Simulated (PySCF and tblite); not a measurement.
The numbers below are computed, except where a source is named.
C₆H₁₀, numbered as in [CH:1]#[C:2][C@H:3]([CH3:4])[CH2:5][CH3:6].

Conformers came from 60 starts (ETKDG and KDG, MMFF94s, GFN2-xTB); geometries are GFN2-xTB. Energies: r2SCAN-D3(BJ)/def2-TZVP (IEF-PCM, chloroform), with GFN2-xTB thermal terms (modes under about 100 cm⁻¹ blended into free rotors). Symmetry numbers and mirror images are counted. Conformers within 2.5 kcal/mol (GFN2-xTB free energy) were kept, 6 at most. GIAO shieldings: PBE0/pcSseg-1 (IEF-PCM, chloroform). Shifts are against TMS (¹H), TMS (¹³C) at the same level; of two unlike H on one atom, a is the less shielded. Codes: tblite and PySCF.

List the conformer-averaged shifts at 298.15 K.

¹H: 2.37 (H3, 1H), 1.74 (H1, 1H), 1.51 (H5a, 1H), 1.47 (H5b, 1H), 1.27 (H4, 3H), 1.14 (H6, 3H) ppm. ¹³C: 96.5 (C2), 75.8 (C1), 34.7 (C5), 30.1 (C3), 23.6 (C4), 14.6 (C6) ppm.

How do the conformers differ?

Torsions listed: C4–C3–C5–C6.
```csv
conformer,shape,weight %
1,174°,62.3
2,68°,22.5
3,-62°,15.2
```

```
signal     1     2     3  average
    H1  1.74  1.73  1.73     1.74
    H3  2.28  2.25  2.89     2.37
    H4  1.30  1.24  1.22     1.27
   H5a  1.52  1.34  1.73     1.51
   H5b  1.32  1.89  1.48     1.47
    H6  1.19  1.02  1.12     1.14
    C1  76.1  74.7  76.3     75.8
    C2  96.3  97.6  95.6     96.5
    C3  30.9  29.3  28.0     30.1
    C4  25.1  21.3  21.0     23.6
    C5  35.2  35.3  31.9     34.7
    C6  15.9  14.6   9.7     14.6
```

Which signal moves most, for its nucleus, between 250 and 350 K through the change of populations alone?

H5b: 1.46 ppm at 250 K, 1.47 ppm at 298.15 K, 1.49 ppm at 350 K.

Shifts are unscaled: against experiment ¹³C can be off by 15 ppm or more and ¹H by 0.8 ppm.
